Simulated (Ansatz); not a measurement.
**H8Si3: relaxing the atoms and harmonic vibrations**

Aim: for H8Si3, 2 runs in a chain (relaxing the atoms and harmonic vibrations).

Computed with Ansatz 0.2.0 (DFT PBE, Gaussian basis def2-TZVPP, unless a step's input says otherwise).

## Step 1: Starting point

Bond lengths: Si1–Si2 2.295 Å, Si2–Si3 2.295 Å, Si1–H4 1.487 Å, Si1–H5 1.487 Å, Si1–H6 1.487 Å, Si2–H7 1.492 Å, Si2–H8 1.492 Å, Si3–H9 1.487 Å, Si3–H10 1.487 Å, Si3–H11 1.487 Å. Angles (14 of 18 angles, heavy atoms first): Si1–Si2–Si3 104.9°, Si1–Si2–H7 111.0°, Si1–Si2–H8 111.0°, Si3–Si2–H7 111.0°, Si3–Si2–H8 111.0°, Si2–Si1–H4 110.5°, Si2–Si1–H5 110.5°, Si2–Si1–H6 110.6°, Si2–Si3–H9 110.6°, Si2–Si3–H10 110.5°, Si2–Si3–H11 110.5°, H7–Si2–H8 108.0°, H4–Si1–H5 108.5°, H4–Si1–H6 108.3°.

Coordinates:

```xyz
11

Si   -1.8071    0.3557    0.2284
Si   -0.0297   -0.8018   -0.6478
Si    1.8284    0.2165    0.2339
H    -1.8026    0.2735    1.7130
H    -1.7418    1.7882   -0.1647
H    -3.0921   -0.2065   -0.2667
H    -0.0246   -0.7261   -2.1383
H    -0.0855   -2.2417   -0.2594
H     3.0680   -0.4425   -0.2576
H     1.8739    1.6497   -0.1594
H     1.8131    0.1350    1.7184
```

## Step 2: Relaxing the atoms: H8Si3

input.yaml reads:

```yaml
relax:
  f_tol: 0.001
  max_steps: 200
crystal:
  periodic: [false, false, false]
  atoms:
    - { symbol: Si, position_ang: [-1.80714, 0.35574, 0.22845] }
    - { symbol: Si, position_ang: [-0.02975, -0.80182, -0.64776] }
    - { symbol: Si, position_ang: [1.82837, 0.2165, 0.23385] }
    - { symbol: H, position_ang: [-1.80258, 0.27348, 1.71304] }
    - { symbol: H, position_ang: [-1.74178, 1.7882, -0.16473] }
    - { symbol: H, position_ang: [-3.09209, -0.20651, -0.2667] }
    - { symbol: H, position_ang: [-0.02464, -0.72611, -2.13826] }
    - { symbol: H, position_ang: [-0.08547, -2.24174, -0.25937] }
    - { symbol: H, position_ang: [3.06802, -0.44245, -0.25756] }
    - { symbol: H, position_ang: [1.87393, 1.64972, -0.15936] }
    - { symbol: H, position_ang: [1.81313, 0.13499, 1.71841] }
basis:
  gaussian: { orbitals: def2-TZVPP }
hamiltonian:
  xc: pbe
```

Command:

```sh
ansatz run input.yaml --threads 8 --pin off --max-ram 16384MiB --backend cpu --events-out ev --progress --plain --runs-dir out
```

What it wrote, cut to the lines that bear on the results:

```text
Warning: RAYON_NUM_THREADS=8 ignored (pool sized by the plan → 8); use --threads N
[...]
Functional definition: PBE
[...]
1336 factors; their error is unknown
[...]
mean field -23750.79332835 eV, -872.8255559508 hartree, gradient 1.8e-5 eV, S^2 0.000000; 0 other end points of the search recorded, 0 dependent functions left out
[...]
reference -23750.79337828 eV, -872.8255577858 hartree; 25, 25 occupied and 213, 213 virtual orbitals, 1336 factors
relax step   1: F+E_penalty+E_count = -23750.79332835 eV  Δ(F+E_penalty+E_count) = +0.000e0 eV  max|allowed force component| = 4.936e-1 eV/Å  Δτ_max = 0.0000 Å  (25 SCF iters, accepted)
[...]
relax step   3: F+E_penalty+E_count = -23750.84801654 eV  Δ(F+E_penalty+E_count) = -1.642e-2 eV  max|allowed force component| = 1.548e-2 eV/Å  Δτ_max = 0.0464 Å  (28 SCF iters, accepted)
[...]
relax step   5: F+E_penalty+E_count = -23750.85071770 eV  Δ(F+E_penalty+E_count) = -2.170e-3 eV  max|allowed force component| = 3.269e-2 eV/Å  Δτ_max = 0.0533 Å  (28 SCF iters, accepted)
[...]
relax step   7: F+E_penalty+E_count = -23750.85116550 eV  Δ(F+E_penalty+E_count) = -4.478e-4 eV  max|allowed force component| = 3.458e-3 eV/Å  Δτ_max = 0.0088 Å  (30 SCF iters, accepted)
[...]
relax step   8: F+E_penalty+E_count = -23750.85132447 eV  Δ(F+E_penalty+E_count) = -1.590e-4 eV  max|allowed force component| = 1.321e-3 eV/Å  Δτ_max = 0.0174 Å  (29 SCF iters, accepted)
[...]
relax step   9: F+E_penalty+E_count = -23750.85132545 eV  Δ(F+E_penalty+E_count) = -9.846e-7 eV  max|allowed force component| = 9.756e-4 eV/Å  Δτ_max = 0.0015 Å  (18 SCF iters, accepted)
1336 factors; their error is unknown
mean field -23750.85132545 eV, -872.8276873051 hartree, gradient 5.5e-5 eV, S^2 0.000000; 1 other end points of the search recorded, 0 dependent functions left out
[...]
reference -23750.85137638 eV, -872.8276891766 hartree; 25, 25 occupied and 213, 213 virtual orbitals, 1336 factors
Total energy: -23750.85137638 eV, -872.8276891766 hartree
Atom 0 at    -1.930829     0.352711     0.221999 Å, force    -0.000976    -0.000343    -0.000301 eV/Å
Atom 1 at    -0.027778    -0.748729    -0.604870 Å, force     0.000001     0.000313     0.000240 eV/Å
Atom 2 at     1.951485     0.204017     0.227763 Å, force     0.000952    -0.000420    -0.000305 eV/Å
Atom 3 at    -1.963113     0.271844     1.715809 Å, force     0.000287     0.000089     0.000060 eV/Å
Atom 4 at    -1.901950     1.795637    -0.173200 Å, force     0.000291     0.000067     0.000084 eV/Å
Atom 5 at    -3.184389    -0.263223    -0.315440 Å, force     0.000250     0.000025     0.000028 eV/Å
Atom 6 at    -0.022768    -0.675907    -2.102530 Å, force    -0.000001    -0.000171     0.000236 eV/Å
Atom 7 at    -0.083796    -2.196260    -0.217790 Å, force     0.000011     0.000195    -0.000213 eV/Å
Atom 8 at     3.155847    -0.506057    -0.306030 Å, force    -0.000246     0.000047     0.000030 eV/Å
Atom 9 at     2.034229     1.644881    -0.167354 Å, force    -0.000286     0.000088     0.000083 eV/Å
Atom 10 at     1.973062     0.121085     1.721654 Å, force    -0.000283     0.000110     0.000059 eV/Å
Dipole moment:    -0.000386    -0.010448    -0.008441 e Å
```

It took 9.4 s on 8 threads of Intel Xeon Platinum 8375C at 2.90GHz (Ice Lake), shared host; peak memory 0.34 GiB.

Relaxation path:

```csv
step,E - E(step 1) (eV),largest force component (eV/Å)
1,0.0000,0.4936
2,-0.0383,0.1528
3,-0.0547,0.0155
4,-0.0552,0.0179
5,-0.0574,0.0327
6,-0.0572,0.0484
7,-0.0578,0.0035
8,-0.0580,0.0013
9,-0.0580,0.0010
```

Step 1 is the start. Step 6 was tried and not accepted.

Before: Bond lengths: Si1–Si2 2.295 Å, Si2–Si3 2.295 Å, Si1–H4 1.487 Å, Si1–H5 1.487 Å, Si1–H6 1.487 Å, Si2–H7 1.492 Å, Si2–H8 1.492 Å, Si3–H9 1.487 Å, Si3–H10 1.487 Å, Si3–H11 1.487 Å. Angles (14 of 18 angles, heavy atoms first): Si1–Si2–Si3 104.9°, Si1–Si2–H7 111.0°, Si1–Si2–H8 111.0°, Si3–Si2–H7 111.0°, Si3–Si2–H8 111.0°, Si2–Si1–H4 110.5°, Si2–Si1–H5 110.5°, Si2–Si1–H6 110.6°, Si2–Si3–H9 110.6°, Si2–Si3–H10 110.5°, Si2–Si3–H11 110.5°, H7–Si2–H8 108.0°, H4–Si1–H5 108.5°, H4–Si1–H6 108.3°.

After: Bond lengths: Si1–Si2 2.349 Å, Si2–Si3 2.349 Å, Si1–H4 1.496 Å, Si1–H5 1.496 Å, Si1–H6 1.497 Å, Si2–H7 1.499 Å, Si2–H8 1.499 Å, Si3–H9 1.497 Å, Si3–H10 1.496 Å, Si3–H11 1.496 Å. Angles (14 of 18 angles, heavy atoms first): Si1–Si2–Si3 111.6°, Si1–Si2–H7 109.4°, Si1–Si2–H8 109.4°, Si3–Si2–H7 109.4°, Si3–Si2–H8 109.4°, Si2–Si1–H4 110.1°, Si2–Si1–H5 110.1°, Si2–Si1–H6 111.1°, Si2–Si3–H9 111.1°, Si2–Si3–H10 110.1°, Si2–Si3–H11 110.1°, H7–Si2–H8 107.7°, H4–Si1–H5 108.4°, H4–Si1–H6 108.6°.

## Step 3: Harmonic vibrations

It takes the final geometry of step 2.

input.yaml reads:

```yaml
crystal:
  periodic: [false, false, false]
  atoms:
    - { symbol: Si, position_ang: [-1.93082923, 0.35271118, 0.22199885] }
    - { symbol: Si, position_ang: [-0.02777807, -0.74872916, -0.60486983] }
    - { symbol: Si, position_ang: [1.95148501, 0.20401735, 0.22776331] }
    - { symbol: H, position_ang: [-1.96311288, 0.27184397, 1.71580932] }
    - { symbol: H, position_ang: [-1.90195012, 1.79563703, -0.17320048] }
    - { symbol: H, position_ang: [-3.18438888, -0.26322335, -0.31544042] }
    - { symbol: H, position_ang: [-0.02276847, -0.67590654, -2.10253004] }
    - { symbol: H, position_ang: [-0.08379573, -2.19625986, -0.21778976] }
    - { symbol: H, position_ang: [3.15584707, -0.50605656, -0.30603016] }
    - { symbol: H, position_ang: [2.03422919, 1.64488062, -0.16735434] }
    - { symbol: H, position_ang: [1.9730621, 0.12108532, 1.72165357] }
basis:
  gaussian: { orbitals: def2-TZVPP }
hamiltonian:
  xc: pbe
phonons: {}
```

Command:

```sh
ansatz run input.yaml --threads 8 --pin off --max-ram 16384MiB --backend cpu --events-out ev --progress --plain --runs-dir out
```

What it wrote, cut to the lines that bear on the results:

```text
Warning: RAYON_NUM_THREADS=8 ignored (pool sized by the plan → 8); use --threads N
[...]
Functional definition: PBE
[...]
1336 factors; their error is unknown
[...]
mean field -23750.85132545 eV, -872.8276873051 hartree, gradient 1.6e-5 eV, S^2 0.000000; 0 other end points of the search recorded, 0 dependent functions left out
[...]
reference -23750.85137638 eV, -872.8276891766 hartree; 25, 25 occupied and 213, 213 virtual orbitals, 1336 factors
[...]
1336 factors; their error is unknown
mean field -23750.85125019 eV, -872.8276845393 hartree, gradient 1.2e-6 eV, S^2 0.000000; 0 other end points of the search recorded, 0 dependent functions left out
[...]
reference -23750.85130112 eV, -872.8276864110 hartree; 25, 25 occupied and 213, 213 virtual orbitals, 1336 factors
[...]
1336 factors; their error is unknown
[...]
Atom 3 at    -1.963113     0.271844     1.715809 Å, force     0.000290     0.000088     0.000059 eV/Å
Atom 4 at    -1.901950     1.795637    -0.173200 Å, force     0.000289     0.000067     0.000084 eV/Å
Atom 5 at    -3.184389    -0.263223    -0.315440 Å, force     0.000250     0.000026     0.000029 eV/Å
Atom 6 at    -0.022768    -0.675907    -2.102530 Å, force    -0.000007    -0.000169     0.000236 eV/Å
Atom 7 at    -0.083796    -2.196260    -0.217790 Å, force     0.000008     0.000195    -0.000215 eV/Å
Atom 8 at     3.155847    -0.506057    -0.306030 Å, force    -0.000248     0.000045     0.000028 eV/Å
Atom 9 at     2.034229     1.644881    -0.167354 Å, force    -0.000283     0.000089     0.000084 eV/Å
Atom 10 at     1.973062     0.121085     1.721654 Å, force    -0.000282     0.000109     0.000058 eV/Å
Dipole moment:    -0.000388    -0.010448    -0.008441 e Å
Vibrations: 83.86 91.18 98.18 299.28 372.72 398.34 412.16 447.09 540.09 566.59 680.01 680.40 830.68 844.63 884.41 903.75 904.93 908.54 911.51 2132.37 2143.00 2146.39 2149.95 2161.77 2161.98 2162.99 2166.87 cm⁻¹, zero-point energy 1.740965 eV
```

Wall time 14 s (8 threads of Intel Xeon Platinum 8375C at 2.90GHz (Ice Lake), shared host); peak memory 0.34 GiB.

Harmonic frequencies from the force constants, with rigid motions projected out (i: imaginary):

```csv
mode,cm⁻¹
1,84
2,91
3,98
4,299
5,373
6,398
7,412
8,448
9,540
10,567
11,680
12,681
13,831
14,845
15,885
16,904
17,905
18,909
19,912
20,2133
21,2143
22,2147
23,2150
24,2162
25,2162
26,2163
27,2167
```

## Step 4: The runs side by side

```
step  energy above the lowest (eV)  charge  2S+1 typed  ⟨S²⟩  dipole (D)   time
   2                         0.000       0           1  0.00        0.06  9.4 s
   3                         0.000       0           1  0.00        0.06   14 s
```

| quantity | value |
| --- | --- |
| harmonic frequencies (step 3) | 84 to 2167 cm⁻¹ |
| zero-point energy (step 3) | 1.741 eV |

In step 3 all modes are real: a minimum.
